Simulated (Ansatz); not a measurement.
# Fluorite CeO2

These are HSE06 in Ansatz (plane waves, PAW) values and carry that method's errors.

Numerical settings: plane-wave cutoff 520 eV, 8×8×8 k mesh, no spin polarisation, scalar-relativistic PAW data made under PBE.

Cell (relaxed at this level):

```yaml
crystal:
  lattice:
    - [0.00000, 2.69709, 2.69709]
    - [2.69709, 0.00000, 2.69709]
    - [2.69709, 2.69709, 0.00000]
  atoms:
    - { symbol: Ce, position: [0.00000, 0.00000, 0.00000] }
    - { symbol: O, position: [0.25000, 0.25000, 0.25000] }
    - { symbol: O, position: [0.75000, 0.75000, 0.75000] }
```

For fluorite CeO2, the elastic constant C11 comes out as 402 GPa. The elastic constant C12 is 111 GPa and the elastic constant C44 is 55.7 GPa. The voigt–Reuss–Hill bulk modulus is 208 GPa and the polycrystal shear modulus (Hill average) is 82.7 GPa. The Young modulus is 219 GPa. The Poisson ratio comes out as 0.325.

Measured, for comparison: elastic constant C11 403 GPa, elastic constant C12 105 GPa, elastic constant C44 60 GPa (temperature not stated, not corrected to a static lattice; as tabulated in Atomistic and experimental study on thermal conductivity of bulk and porous …). Computed (rounded) less measured: elastic constant C11 -0.2 %, elastic constant C12 +6 %, elastic constant C44 -7 %. A static lattice is as a rule a little smaller and stiffer than an uncorrected measurement, which narrows the difference in the elastic constant C12 and would widen misses of the other sign.

Elastic constants are with the ions relaxed.

Spin–orbit coupling is not included.

Computed values are for the static lattice.

It cost very roughly 60 core-minutes of CPU time.

Ansatz is a first-principles code.
